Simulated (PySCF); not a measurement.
# Orbital energies and ionisation energy

Bicyclo[2.2.0]hexa-2,5-diene, C6H6.
Structure used (PBE0-D3(BJ)/def2-SVP), in Å, numbered top down from 1:
```xyz
12
C6H6 angstrom
C      1.2705    0.7619   -0.1282
C      1.3750   -0.5475    0.1424
C     -0.0328   -0.8707   -0.3342
C     -1.1724   -0.6462    0.6479
C     -1.2767    0.6632    0.3772
C     -0.1543    0.6529   -0.6491
H      1.9320    1.6197    0.0179
H      2.1543   -1.1669    0.5939
H     -0.1615   -1.6212   -1.1289
H     -1.6725   -1.3151    1.3531
H     -1.8944    1.4717    0.7768
H     -0.3703    1.0004   -1.6709
```

Level: wB97X-D/def2-SVPD (PySCF). Frontier orbitals with their largest atomic shares (Löwdin; up to four atoms above 4 %):

```
orbital  ε (eV)                          main atoms
 HOMO−3  -10.91  C6 18 %, C3 18 %, C2 12 %, C1 12 %
 HOMO−2  -10.56    C6 24 %, C3 24 %, C2 8 %, C5 8 %
 HOMO−1   -9.27  C4 16 %, C5 16 %, C1 15 %, C2 15 %
   HOMO   -8.92                                   ?
   LUMO    1.44  C4 17 %, C5 17 %, C1 17 %, C2 17 %
 LUMO+1    2.60  C1 18 %, C2 18 %, C4 18 %, C5 18 %
 LUMO+2    2.84  C4 13 %, C5 13 %, C2 13 %, C1 13 %
```

Question: What vertical ionisation energy does ΔSCF give, and how far is −ε(HOMO) from it?

Answer: ΔSCF: 9.22 eV (889 kJ/mol; threshold wavelength 135 nm); ⟨S²⟩ of the doublet left behind is 0.755, against 0.75 for a pure doublet. −ε(HOMO) is 8.92 eV, 0.30 eV below it. In exact Kohn–Sham theory the two would be equal; wB97X-D (range-separated hybrid) falls short of its own ΔSCF value by 3 %.

Question: On which atoms does the HOMO lie?

Answer: C1 (alkene CH carbon) 22 %, C2 (alkene CH carbon) 22 %, C4 (alkene CH carbon) 22 %, C5 (alkene CH carbon) 22 %, so no atom holds as much as 40 %. The HOMO−1 lies 0.35 eV lower.

Question: With α = 62.2 au, estimate the like-pair dispersion coefficient by London's formula C6 = (3/4)α²I.

Answer: I = 0.3387 Eh, so C6 ≈ 982 au, a rough estimate.

Question: What total energies stand behind the ΔSCF value?

Answer: E(N) = -231.88006 Eh and E(N − 1) = -231.54139 Eh at the same geometry, 0.33867 Eh apart.

Isolated species at its PBE0-D3(BJ)/def2-SVP geometry, gas phase.

wB97X-D is run here without its empirical dispersion term; that term would change no orbital, density or response property at a fixed geometry.
